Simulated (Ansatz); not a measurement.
**C7H16: one species, many methods**

Aim: compute C7H16 with functionals from several rungs and with coupled cluster, and see how far each lands from CCSD(T) at the basis-set limit for the atomisation energy.

Method: functionals in def2-TZVPP, the program's frozen cores in correlated methods; program: Ansatz 0.2.0, Gaussian basis.

Levels to be run: LDA (SPW92), PBE-D4, revPBE-D4, BLYP-D4, r2SCAN-D4, B97M-V, PBE0-D4, B3LYP-D4, r2SCANh-D4, r2SCAN0-D4, HSE06-D4, BHLYP-D4, CAM-B3LYP-D4, LC-ωPBE, ωB97X-V, ωB97M-V, B2PLYP, PBE-QIDH; CCSD(T)/def2-SVP; CCSD(T)/def2-TZVPP; MP2/def2-QZVPP; extrapolation to the limit; RPA on PBE.

1 further run of the same task is left out (it didn't finish).

## Step 1: The geometry

An earlier PBE0-D4 in a triple-zeta def2 set relaxation fixed the geometry.

SMILES `CC(C)CC(C)C`, 23 atoms, charge 0, spin multiplicity 1.

Atoms are counted from 1 here; the program's logs count them from 0.

Bond lengths: C1–C2 1.522 Å, C1–H8 1.093 Å, C1–H9 1.095 Å, C1–H10 1.092 Å, C2–C3 1.522 Å, C2–C4 1.527 Å, C2–H11 1.097 Å, C3–H12 1.093 Å, C3–H13 1.095 Å, C3–H14 1.093 Å, C4–C5 1.527 Å, C4–H15 1.098 Å, C4–H16 1.098 Å, C5–C6 1.522 Å, C5–C7 1.522 Å, C5–H17 1.097 Å, C6–H18 1.092 Å, C6–H19 1.095 Å and more. Angles: C2–C1–H8 110.9°, C2–C1–H9 110.6°, C2–C1–H10 112.2°, H8–C1–H9 107.6°, H8–C1–H10 107.6°, H9–C1–H10 107.7°, C1–C2–C3 110.6°, C1–C2–C4 112.3°, C1–C2–H11 108.1°, C3–C2–C4 110.0°, C3–C2–H11 107.6°, C4–C2–H11 108.3°, C2–C3–H12 111.4°, C2–C3–H13 110.7°, C2–C3–H14 111.4°, H12–C3–H13 107.7°, H12–C3–H14 107.9°, H13–C3–H14 107.7° and more.

## Step 2: LDA

This LDA is Slater exchange with PW92 correlation.

in.yaml reads:

```yaml
crystal:
  periodic: [false, false, false]
  atoms:
    - {symbol: C, position_ang: [-1.538376, -1.454889, -0.144693]}
    - {symbol: C, position_ang: [-0.086395, -1.195035, -0.519349]}
    - {symbol: C, position_ang: [0.719998, -2.484522, -0.459025]}
    - {symbol: C, position_ang: [0.559133, -0.134950, 0.369350]}
    - {symbol: C, position_ang: [-0.102373, 1.240564, 0.394506]}
    - {symbol: C, position_ang: [-0.177659, 1.869283, -0.989394]}
    - {symbol: C, position_ang: [0.639613, 2.156178, 1.357721]}
    - {symbol: H, position_ang: [-1.966587, -2.245988, -0.765636]}
    - {symbol: H, position_ang: [-1.616089, -1.774624, 0.899879]}
    - {symbol: H, position_ang: [-2.161174, -0.566091, -0.267122]}
    - {symbol: H, position_ang: [-0.061284, -0.837285, -1.556075]}
    - {symbol: H, position_ang: [0.303255, -3.246414, -1.122866]}
    - {symbol: H, position_ang: [0.720381, -2.893345, 0.556687]}
    - {symbol: H, position_ang: [1.760605, -2.317398, -0.749464]}
    - {symbol: H, position_ang: [0.596412, -0.523673, 1.395962]}
    - {symbol: H, position_ang: [1.604799, -0.007593, 0.058241]}
    - {symbol: H, position_ang: [-1.125991, 1.123694, 0.771284]}
    - {symbol: H, position_ang: [-0.782874, 1.276856, -1.679012]}
    - {symbol: H, position_ang: [0.822890, 1.966774, -1.423895]}
    - {symbol: H, position_ang: [-0.616251, 2.869311, -0.940938]}
    - {symbol: H, position_ang: [0.680215, 1.727936, 2.362764]}
    - {symbol: H, position_ang: [0.157965, 3.134919, 1.427873]}
    - {symbol: H, position_ang: [1.669796, 2.316281, 1.023211]}
basis:
  gaussian: {orbitals: def2-TZVPP}
hamiltonian: {xc: lda}
output: {orbitals: {seedname: orbitals}}
```

The runs that follow: PBE-D4 (GGA); revPBE-D4 (GGA); BLYP-D4 (GGA); r2SCAN-D4 (meta-GGA); B97M-V (meta-GGA); PBE0-D4 (hybrid); B3LYP-D4 (hybrid); r2SCANh-D4 (hybrid); r2SCAN0-D4 (hybrid); HSE06-D4 (hybrid); BHLYP-D4 (hybrid); CAM-B3LYP-D4 (range-separated); LC-ωPBE-D4 (range-separated); ωB97X-V (range-separated); ωB97M-V (range-separated); B2PLYP (double hybrid); PBE-QIDH (double hybrid); CCSD(T) in def2-SVP; CCSD(T) in def2-TZVPP; MP2 in def2-QZVPP; RPA on PBE orbitals.

Q: Predict the results of all the runs planned. Wanted: atomisation energy, CCSD(T)/CBS; farthest beyond LDA; mean size of error, GGA; mean size of error, meta-GGA; mean size of error, hybrid; mean size of error, range-separated; mean size of error, double hybrid; gap, smallest and largest; T1 diagnostic.

The runs gave:

```
                               quantity                                                                                                  value
        atomisation energy, CCSD(T)/CBS                                                                                          9149.3 kJ/mol
 functionals within 45.7 kJ/mol (0.5 %)  revPBE-D4, r2SCAN-D4, B97M-V, B3LYP-D4, r2SCANh-D4, CAM-B3LYP-D4, LC-ωPBE, ωB97X-V, ωB97M-V, PBE-QIDH
                    farthest beyond LDA                                                                               BHLYP-D4 (-170.5 kJ/mol)
                mean size of error, GGA                                                                                            78.9 kJ/mol
           mean size of error, meta-GGA                                                                                            14.7 kJ/mol
             mean size of error, hybrid                                                                                            59.5 kJ/mol
    mean size of error, range-separated                                                                                            21.7 kJ/mol
      mean size of error, double hybrid                                                                                            44.7 kJ/mol
              gap, smallest and largest                                                              7.42 eV (LDA (SPW92)), 14.44 eV (LC-ωPBE)
                          T1 diagnostic                                                                                                 0.0085
triples share of the correlation energy                                                                                                  3.8 %
```

The LDA atomisation energy is off by 1174.5 kJ/mol (13 %): it overbinds. PBE-D4 misses by +140.7 kJ/mol. Double hybrids carry the basis error of their MP2 part in triple zeta, and no dispersion term here, so their miss is partly the set-up's. The rungs meta-GGA, range-separated, double hybrid miss on average by less than the doubt on the reference (45.7 kJ/mol), so they tie. Misses under about 45.7 kJ/mol are within the doubt on the reference itself, which lacks core-valence correlation, relativity and higher excitations. Hartree-Fock recovers 76 % of the binding; the rest is correlation. CCSD(T) in def2-SVP is off by -310.6 kJ/mol, which most functionals beat. Orbital gaps span 7.4 to 14.4 eV; exact exchange widens them.
